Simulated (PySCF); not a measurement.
SiH⁻: one state, many levels of theory

State: ³Σ⁻ (triplet), unpaired electrons π ↑↑. Set-up: PySCF, no relativity, basis sets Si def2-TZVPPD, H def2-TZVPPD. De refers to Si⁻ + H in their high-spin ground configurations, without counterpoise correction. The functionals are run spin-unrestricted. A positive dipole points towards H; it is taken about the centre of mass and depends on that origin.

```
      Level  Re (Å)  ωe (cm⁻¹)  De (eV)  μ (D)  CPU s a point (SCF and correlation, without the integrals)
        UHF   1.545       1910      n/a   0.11                                                         0.3
    UHF-MP2   1.546       1900      n/a    n/a                                                        0.44
UHF-SCS-MP2   1.549       1877      n/a    n/a                                                         n/a
   UHF-CCSD   1.554       1849      n/a    n/a                                                         n/a
UHF-CCSD(T)   1.556       1835      n/a    n/a                                                         4.4
        PBE   1.572       1771     3.08  -0.19                                                        0.59
       PW91   1.568       1778     3.11  -0.19                                                        0.42
       TPSS   1.559       1824     3.27  -0.03                                                        0.83
     r²SCAN   1.555       1841     3.12  -0.04                                                         0.8
      M06-L   1.546       1892     3.07   0.14                                                        0.83
       PBE0   1.559       1840     3.05  -0.08                                                         1.1
    r²SCAN0   1.549       1879     3.10  -0.02                                                           1
    ωB97X-V   1.555       1861      n/a   0.01                                                         4.6
     B2PLYP   1.552       1848      n/a  -0.07                                                        0.65
```

(1) What does a quarter of exact exchange do here, going from PBE to PBE0?

(2) What does a quarter of exact exchange do here, going from r²SCAN to r²SCAN0?

(3) What does the triples do here, going from UHF-CCSD to UHF-CCSD(T)?

Correlated steps freeze 5 core orbitals. For an ion De counts to the pair picked by the measured ionisation energies or electron affinities, which need not be the lowest pair at this level. The highest Kohn–Sham level is positive in this anion. Much of that is self-interaction error, but it also means that the finite basis helps to hold the extra electron. B2PLYP dipoles, levels and charges come from its SCF part alone. The state is the lowest determinant that a PBE0 search found; another state may lie lower at other levels.

The whole job (state search and all levels along the bond) took about 3.6 min on 1 thread of Intel Xeon Platinum 8375C @ 2.90GHz (shared host), peak memory 1.4 GiB.

Answers

(1) PBE0 less PBE: -1.3 pm in Re, +3.9 % in ωe, -0.03 eV in De. Exact exchange removes part of the self-interaction that spreads semilocal densities, and in most molecules shortens and stiffens the bond and lowers De; so it does here.

(2) r²SCAN0 less r²SCAN: -0.6 pm in Re, +2.1 % in ωe, -0.02 eV in De. Exact exchange removes part of the self-interaction that spreads semilocal densities, and in most molecules shortens and stiffens the bond and lowers De; so it does here.

(3) UHF-CCSD(T) less UHF-CCSD: +0.2 pm in Re, -0.8 % in ωe. Correlation nearly always deepens the well. The bond lengthens, as in strong covalent bonds, where excitations into antibonding orbitals dominate.
